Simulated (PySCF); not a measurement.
A geometry optimisation on `[PH4+]`.

Computed with PBE0-D3(BJ)/def2-TZVP geometry optimisation, gas phase (PySCF 2.14.0). Start geometry: GFN2-xTB. The input is one job of a driver script: a line of settings, then coordinates in Å.

Command:
```bash
OMP_NUM_THREADS=1 python probes_run.py task.json out
```

Input:
```
{"job": {"xc": "PBE0", "basis": "def2-TZVP", "d3": "d3bj", "grid": 2, "shake": 0.01, "kind": "geom"}, "charge": 1, "multiplicity": 1}
P      0.022310    -0.024790     0.000510
H     -0.741620    -0.866860    -0.780970
H      0.315290    -0.619290     1.169690
H     -0.708240     1.128830     0.257850
H      1.145840     0.348140    -0.684960
```

Output:
```
step   0  E = -343.32254455  max force = 0.024712
step   1  E = -343.32490676  max force = 0.005948
step   2  E = -343.32503967  max force = 0.000783
step   3  E = -343.32504122  max force = 0.000039
optimisation converged
```

Energies in Eh; «max force» is the largest Cartesian gradient component in Eh/bohr.

Question: How much energy does the optimisation release, in eV?

Answer: E(step 0) − E(last step) = 0.002497 Eh, which is 0.068 eV.

Main results: final energy -343.32504 Eh after 3 steps.

Question: Give the final coordinates.

Answer: 0.033 Å rms from the input after alignment:
```
atom  x, y, z in Å
P1    -0.0240    0.0166   -0.0202
H2    -0.7851   -0.8542   -0.8107
H3     0.2940   -0.6103    1.1916
H4    -0.7614    1.1799    0.2358
H5     1.1561    0.3509   -0.6968
```

Time: 3.6 s wall; peak memory 0.30 GiB. Hardware: Arm Neoverse V1, one thread, no GPU, shared host.
Labels such as C1 count atoms from 1, the log's own numbers from 0.
